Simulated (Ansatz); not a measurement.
# MgH2O2 (SMILES [OH][Mg][OH]): a rigid scan of the bond length O1–H4

Aim: the energy along the bond length O1–H4, from CCSD(T) and from cheaper methods, relative to the minimum. No other atom is relaxed.

Computed with Ansatz 0.2.0, Gaussian basis. Level: single points in def2-TZVPP.

Levels: PBE-D4, r2SCAN-D4, PBE0-D4, B3LYP-D4, wB97M-V, Hartree-Fock, MP2, CCSD, CCSD(T). The scan takes 0.777, 0.817, 0.876, 0.944, 1.020, 1.101, 1.188, 1.279, 1.374 Å.

Cores are frozen in the correlated methods. The outer core shell of Li, Na, Mg and K is correlated. B3LYP uses VWN-RPA correlation.

19 further runs of the same task are left out: 19 set aside as unsound or not needed.

**1. The system as given**

The minimum, relaxed at PBE0-D4: SMILES `[OH][Mg][OH]`, 5 atoms, charge 0, spin multiplicity 1.

Atoms are counted from 1 here; the program's logs count them from 0.

Bond lengths: O1–Mg2 1.766 Å, O1–H4 0.948 Å, Mg2–O3 1.766 Å, O3–H5 0.948 Å. Angles: Mg2–O1–H4 155.7°, O1–Mg2–O3 179.8°, Mg2–O3–H5 155.7°.

As a file:

```xyz
5
H2MgO2
O    -1.6201   -0.0457   -0.6877
Mg    0.0102   -0.0176   -0.0087
O     1.6412    0.0031    0.6691
H    -2.5651   -0.1117   -0.6623
H     2.5838    0.0982    0.6482
```

Energies of the minimum (eV), from earlier single points: PBE-D4 -9567.54229, r2SCAN-D4 -9572.58902, PBE0-D4 -9567.96752, B3LYP-D4 -9576.05249, wB97M-V -9573.77522, CCSD(T) -9561.36999.

At the minimum the bond length O1–H4 is 0.948 Å.

**2. O1–H4 = 0.777 Å**

ccsdt-tzvpp/in.yaml

```yaml
crystal:
  periodic: [false, false, false]
  atoms:
    - {symbol: O, position_ang: [-1.620119, -0.045704, -0.687734]}
    - {symbol: Mg, position_ang: [0.010186, -0.017578, -0.008665]}
    - {symbol: O, position_ang: [1.641152, 0.003088, 0.669091]}
    - {symbol: H, position_ang: [-2.394950, -0.099842, -0.666882]}
    - {symbol: H, position_ang: [2.583790, 0.098225, 0.648210]}
basis:
  gaussian: {orbitals: def2-TZVPP}
correlation: {method: ccsd_t}
```

The command line of these runs was not kept.

Further steps of the session: O1–H4 = 0.817 Å; O1–H4 = 0.876 Å; O1–H4 = 0.944 Å; O1–H4 = 1.020 Å; O1–H4 = 1.101 Å; O1–H4 = 1.188 Å; O1–H4 = 1.279 Å; O1–H4 = 1.374 Å.

Before running it: what results should come out? Wanted: highest point, CCSD(T); lowest point, CCSD(T); minimum along the scan, CCSD(T); RMS deviation from CCSD(T); largest T1 diagnostic.

The runs gave:

| quantity | value |
| --- | --- |
| highest point, CCSD(T) | 51.6 kcal/mol at 1.374 Å |
| lowest point, CCSD(T) | 0.0 kcal/mol at 0.948 Å |
| minimum along the scan, CCSD(T) | 0.946 Å |
| curvature there | 58.6 eV/Å² |
| RMS deviation from CCSD(T) | PBE-D4 2.3, r2SCAN-D4 0.2, PBE0-D4 0.6, B3LYP-D4 0.4, wB97M-V 0.4, Hartree-Fock 5.7, MP2 0.3, CCSD 0.8 kcal/mol |
| largest T1 diagnostic | 0.013 |

What this shows: A polynomial through the near points puts the CCSD(T) minimum 0.002 Å below the PBE0-D4 value. It is steeper on the short side than on the long one. Curvature against CCSD(T): PBE-D4 -6 %, Hartree-Fock +14 %. r2SCAN-D4 follows the CCSD(T) curve best and Hartree-Fock worst.
